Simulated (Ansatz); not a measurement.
A made-up structure of AlNH3 (charge -1), closed shell:

N1  (0.279, -1.091, 0.700)
Al2  (-0.237, 0.231, -0.287)
H3  (-0.595, 0.014, 1.174)
H4  (-1.546, 0.083, -1.245)
H5  (0.401, 1.739, -0.455)
(Å)

It is relaxed with PBE-D4/def2-SVPD and then PBE0-D4/def2-TZVPD (Ansatz 0.2.0). Atoms count as bonded within 1.22 times the sum of their covalent radii (H–H: 0.88 Å). The end point is not checked to be a true minimum.

Q: Does its bonding change? (Judge from chemistry; the calculation decides.)

A: By the calculation: Yes. Formed: N1–H3; broken: Al2–H3.

Where it ends: The first stage lowers the energy by 2.66 eV in 12 steps. It ends as AlNH₃ ([NH][AlH2]), total charge -1:
| atom | x (Å) | y (Å) | z (Å) |
| --- | --- | --- | --- |
| N1 | -0.3325 | -0.7886 | 0.8661 |
| Al2 | -0.4614 | 0.3809 | -0.4005 |
| H3 | 0.2455 | -0.5629 | 1.6733 |
| H4 | -1.3716 | 0.0754 | -1.7155 |
| H5 | 0.2226 | 1.8719 | -0.5359 |

Labels in which every atom is bracketed show which atoms are joined, not bond orders.

For scale, one of the runs: PBE0-D4/def2-TZVPD relaxation, 107 basis functions, launched by `ansatz run in.yaml --threads 2 --pin off --events-out ev --progress --plain --max-ram 4352MiB`. The run took about 8 s on 2 CPU threads of an Arm Neoverse V2 (shared host).
